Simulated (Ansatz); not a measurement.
A nudged elastic band was laid between two geometries of C$_{2}$H$_{7}$N$_{3}$O (13 atoms, charge 0, multiplicity 1).

Theory: RKS B3LYP-D4/def2-SVP (Ansatz 0.2.0).

```yaml
movable_images: 8
climbing_image: no
spring: 5.0 eV/Å²
optimiser: quadratic models (default)
start_path: through a guess of the saddle point
force_threshold: 0.03 eV/Å
iteration_limit: 60
end_points: relaxed
```

Initial state:

```xyz
13
Properties=species:S:1:pos:R:3
C -0.494 -1.385 -1.386
N 0.002 -1.164 -0.242
C 0.138 0.207 0.243
N -0.686 0.438 1.410
N 1.512 0.363 0.650
O -0.280 1.127 -0.755
H -0.820 -0.587 -2.074
H -0.613 -2.429 -1.715
H -1.645 0.149 1.214
H -0.340 -0.137 2.177
H 1.678 1.339 0.895
H 2.131 0.124 -0.124
H -0.564 1.920 -0.279
```

Final state:

```xyz
13
Properties=species:S:1:pos:R:3
C -0.870 -1.374 -1.695
N -0.109 -1.102 -0.669
C 0.117 0.180 0.082
N -0.707 0.319 1.257
N 1.487 0.130 0.517
O -0.207 1.204 -0.812
H -1.344 -0.407 -1.984
H 0.436 -1.851 -0.234
H -1.684 0.146 1.022
H -0.429 -0.352 1.973
H 1.688 0.926 1.122
H 2.106 0.183 -0.291
H -0.462 1.964 -0.271
```

**Question.** What changes between the two ends?

**Answer.** Bonds broken: C1–H8. Bonds formed: N2–H8.

**Question.** What energy profile does the band end with?

**Answer.** It converged. The highest image is number 4 of 0 to 9, 79.0 kcal/mol above the first end and 44.3 kcal/mol above the last; the last end lies 34.8 kcal/mol above the first. Neighbouring images differ by up to 1.5 eV, so the band resolves the path poorly. No image climbed, so the highest image needn't sit at the top of the path. The orbitals stay closed-shell, which can raise the energy where a bond breaks towards radicals; this wasn't checked here.

| image | path coordinate (Å) | energy (kcal/mol) | C1–H8 (Å) | N2–H8 (Å) |
| --- | --- | --- | --- | --- |
| 0 | 0.00 | 0.0 | 1.10 | 2.04 |
| 1 | 0.33 | 1.9 | 1.10 | 1.97 |
| 2 | 0.66 | 14.1 | 1.09 | 1.79 |
| 3 | 0.99 | 44.3 | 1.12 | 1.54 |
| 4 | 1.32 | 79.0 | 1.26 | 1.27 |
| 5 | 1.65 | 71.5 | 1.52 | 1.07 |
| 6 | 1.98 | 46.7 | 1.79 | 1.02 |
| 7 | 2.31 | 36.0 | 1.97 | 1.02 |
| 8 | 2.64 | 34.9 | 2.01 | 1.02 |
| 9 | 2.97 | 34.8 | 2.02 | 1.02 |

**Question.** What is the geometry of the highest image?

**Answer.** 
```xyz
13
Properties=species:S:1:pos:R:3:forces:R:3
C -0.607 -1.349 -1.616 0.50 -0.11 0.92
N -0.148 -1.076 -0.426 0.18 0.45 0.80
C 0.100 0.222 0.197 -0.04 0.19 0.03
N -0.712 0.409 1.375 -0.03 0.13 0.07
N 1.478 0.208 0.605 -0.01 0.10 0.02
O -0.245 1.201 -0.752 -0.03 0.17 -0.04
H -0.892 -0.488 -2.291 0.15 -0.57 0.03
H -0.071 -2.247 -0.919 -0.73 -0.56 -1.84
H -1.682 0.175 1.161 0.01 0.00 0.01
H -0.395 -0.228 2.105 0.00 0.01 -0.03
H 1.707 1.103 1.034 0.03 0.07 0.01
H 2.077 0.086 -0.210 -0.01 0.01 0.02
H -0.589 1.950 -0.249 -0.02 0.12 0.00
```

The run took 4.4 min on 2 threads of Intel(R) Xeon(R) 6975P-C (Granite Rapids) (shared host), peak memory 0.32 GiB.
